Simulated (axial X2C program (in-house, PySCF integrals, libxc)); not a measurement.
Outer orbitals of SO⁺ at 1.427 Å, PBEsol

Calculated with an axial X2C code built on PySCF integrals. Spin-free means the one-electron spin-free X2C Hamiltonian; two-component (2c) means X2C with spin–orbit coupling and atomic mean-field two-electron Coulomb and Gaunt terms, so the difference of the two also holds small scalar two-electron terms. Basis: S dyall-av3z [9s8p3d2f], O dyall-av3z [7s6p3d2f] (cores contracted in-house); Gaussian nuclei, density fitting, unrestricted open shells. Masses: S 31.972 u, O 15.995 u.

The distance is close to the 2c PBE0 minimum; the highest filled and lowest empty levels are listed.

Spin-free orbitals, state M_S = 1/2, Λ = 1 (beyond evenly filled blocks: π+α) (Löwdin shares):

```
symmetry  occupied  ε (eV)           atomic character
      σα       yes  -25.89  46% S s, 19% O p, 15% O s
      σβ       yes  -25.10  44% S s, 21% O p, 16% O s
     π+α       yes  -20.44   59% O p, 32% S p, 3% S d
     π-α       yes  -20.44   59% O p, 32% S p, 3% S d
      σα       yes  -20.29  52% O p, 25% S p, 10% O s
      σβ       yes  -19.86  50% O p, 26% S p, 10% S s
     π-β       yes  -19.79   59% O p, 31% S p, 4% S d
     π+β       yes  -19.79   59% O p, 31% S p, 4% S d
     π+α       yes  -14.70  50% S p, 29% O p, 10% S d
     π-α        no  -14.70  50% S p, 29% O p, 10% S d
     π+β        no  -13.72  51% S p, 28% O p, 10% S d
     π-β        no  -13.72  51% S p, 28% O p, 10% S d
      σα        no   -8.87  40% S d, 37% S p, 11% O p
```

A filled and an empty partner (Λ and −Λ, same spin) share one energy because the functional has no current term.

Spinors with spin–orbit coupling (state Ω = 1/2):

```csv
ω,occupied,ε (eV),atomic character,λ mixture
-1/2,yes,-25.89,"46% S s, 19% O p, 15% O s",100% σ
1/2,yes,-25.09,"44% S s, 21% O p, 16% O s",100% σ
1/2,yes,-20.45,"59% O p, 32% S p, 3% S d",100% π
-3/2,yes,-20.41,"59% O p, 32% S p, 3% S d",100% π
-1/2,yes,-20.28,"52% O p, 25% S p, 10% O s",100% σ
1/2,yes,-19.85,"50% O p, 26% S p, 10% S s",100% σ
-1/2,yes,-19.79,"59% O p, 31% S p, 4% S d",100% π
3/2,yes,-19.76,"59% O p, 31% S p, 4% S d",100% π
1/2,yes,-14.72,"50% S p, 29% O p, 10% S d",100% π
-3/2,no,-14.67,"50% S p, 29% O p, 10% S d",100% π
-1/2,no,-13.74,"51% S p, 28% O p, 10% S d",100% π
3/2,no,-13.69,"51% S p, 28% O p, 10% S d",100% π
-1/2,no,-8.86,"40% S d, 37% S p, 11% O p",100% σ
```

Question: How does the gap between the highest filled and lowest empty level change from the spin-free to the 2c table?

Answer: From 0.00 to 0.05 eV at PBEsol, a change of 0.05 eV.

Mulliken charges and populations of the two-component result (they depend on the basis, above all on diffuse functions):

S 0.97 e (s 5.83 p 8.96 d 0.21 f 0.03), O 0.03 e (s 3.84 p 4.04 d 0.07 f 0.01). ⟨Lz⟩ = 1.00 ħ and ⟨Sz⟩ = -0.50 ħ (-0.34 and -0.16 on the two atoms), which add up to Ω.

One determinant describes the state; a PBE0 search over occupations chose it and may have missed a lower one. Density functionals use the spin component along the axis (collinear). Without a current term, density functionals place determinants with orbital angular momentum somewhat too high.
